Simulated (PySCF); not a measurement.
**CH4F2: fluoromethane and hydrogen fluoride**

The system is a cluster of fluoromethane and hydrogen fluoride, neutral, singlet.

```tsv
part	name	SMILES	atoms	charge	multiplicity
1	fluoromethane	CF	1–5	0	1
2	hydrogen fluoride	F	6–7	0	1
```

| atom | part | x (Å) | y (Å) | z (Å) |
| --- | --- | --- | --- | --- |
| C1 | 1 | -0.111 | -0.028 | -0.007 |
| F2 | 1 | 1.135 | -0.462 | 0.443 |
| H3 | 1 | -0.771 | 0.075 | 0.855 |
| H4 | 1 | -0.502 | -0.769 | -0.704 |
| H5 | 1 | 0.027 | 0.932 | -0.503 |
| F6 | 2 | 1.024 | -2.904 | 1.499 |
| H7 | 2 | 1.165 | -2.050 | 1.154 |

In these coordinates F2···H7 is 1.740 Å. Part 2 is then moved rigidly along that line, all else held; at short range other atoms may come into contact.

The starting structure comes from a short search with a few starts; no frequency run checks that it is a minimum, and another way of binding may lie lower.

These are computed values: CCSD(T)/aug-cc-pVDZ and MP2/aug-cc-pVTZ, aug-cc-pVQZ counterpoise interaction energy, frozen core, gas phase (PySCF). Geometry: PBE0-D3(BJ)/def2-TZVPD.

Counterpoise energies in kJ/mol, cluster less the parts frozen as they stand in it; small is aug-cc-pVDZ, large aug-cc-pVQZ. Estimated limit: HF in aug-cc-pVQZ, MP2 correlation extrapolated as X⁻³ from aug-cc-pVTZ and aug-cc-pVQZ, and CCSD(T) less MP2 in aug-cc-pVDZ; it isn't the exact limit.

```tsv
F2···H7 (Å)	HF large	MP2 large	SCS-MP2 large	CCSD(T) small	CCSD(T) limit est.
1.566	?	?	?	?	?
1.653	-18.6	-22.9	-20.6	-19.5	-23.5
1.740	?	?	?	?	?
1.827	-20.4	-23.5	-21.9	-21.6	-24.0
1.914	-20.0	-22.6	-21.2	-21.2	-23.1
2.175	-16.9	-18.3	-17.5	-17.7	-18.6
2.610	-11.3	-11.7	-11.3	-11.3	-11.8
3.480	-5.2	-5.0	-4.9	-4.8	-5.0
```

Question: Fill in the withheld rows.

Answer: 
```tsv
F2···H7 (Å)	HF large	MP2 large	SCS-MP2 large	CCSD(T) small	CCSD(T) limit est.
1.566	-15.2	-20.3	-17.5	-15.8	-20.9
1.740	-20.1	-23.8	-21.8	-21.2	-24.3
```

The 8 runs took 27 min in all, one thread each of Arm Neoverse N1 on a shared host, launched as `OMP_NUM_THREADS=1 python cluster_run.py task.json out`.
